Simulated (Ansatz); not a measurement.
Basis-set extrapolation for `C/N=C(/O)C#N` (PBE0-D4/def2-TZVP geometry, frozen core, Ansatz 0.2.0). Multiplicity 1, RHF reference.

```tsv
	def2-TZVPP	def2-QZVPP
HF	-299.782224	-299.795108
MP2 correlation	-1.099791	-1.175873
CCSD(T) correlation	-1.167158	not run
```

Energies in hartree. Use E(X) = E(∞) + A·exp(−7.88·√X) for Hartree–Fock and E(X) = E(∞) + B·X^(−2.97) for correlation, with X = 3 and 4, and add CCSD(T) minus MP2 of the smaller set to the MP2 limit.

What is the CCSD(T) energy at the basis-set limit?

HF limit: -299.795108 + (-0.012884) × 0.13774 = -299.79688. MP2 limit: -1.175873 + (-0.076082) × 0.74074 = -1.23223. Higher-order term: -1.167158 − (-1.099791) = -0.06737. Total: -301.09648 hartree, 4.00 eV below CCSD(T)/def2-TZVPP.
